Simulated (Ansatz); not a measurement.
**BSiNH, quartet: the ladder up to UCCSDT(Q)**

Geometry: displaced at random from a stationary point.

```json
{"atom": "N", "x (Å)": "-0.0233", "y (Å)": "-0.7787", "z (Å)": "0.6961"}
{"atom": "B", "x (Å)": "-0.0242", "y (Å)": "0.4389", "z (Å)": "1.1974"}
{"atom": "Si", "x (Å)": "0.0238", "y (Å)": "0.1760", "z (Å)": "-0.8826"}
{"atom": "H", "x (Å)": "-0.0790", "y (Å)": "1.2091", "z (Å)": "2.0767"}
```

Basis cc-pVDZ; Ansatz 0.2.0. Only valence electrons are correlated (noble-gas cores frozen), which leaves 13 electrons in 44 orbitals. Prefix R: restricted or restricted open-shell reference; prefix U: unrestricted.

Full CI isn't at hand for all of this; UCCSDT(Q) serves as the reference, and is uncertain by about the last step of the cluster series. The frozen core follows each run's orbitals, which can shift R against U totals by a few meV.

The UHF ⟨S²⟩ is 3.810 and the T1 diagnostic (RCCSD) is 0.0325. The largest doubles amplitude (RCCSD) is 0.064. The T1 diagnostic (UCCSD) is 0.0317.

Problem. From what is known of these methods and the diagnostics, rank them by the size of their error in total energy against UCCSDT(Q) in cc-pVDZ, smallest first (an estimate: the text doesn't fix the numbers).
A. UMP2
B. RHF
C. RCCSDT
D. UCCSD
E. RCCSDT(Q)

Solution. E (5 meV), C (44 meV), D (469 meV), A (1153 meV), B (9066 meV).

All errors are against UCCSDT(Q) in cc-pVDZ. Within each family the higher level lies nearer, as is usual though not guaranteed.
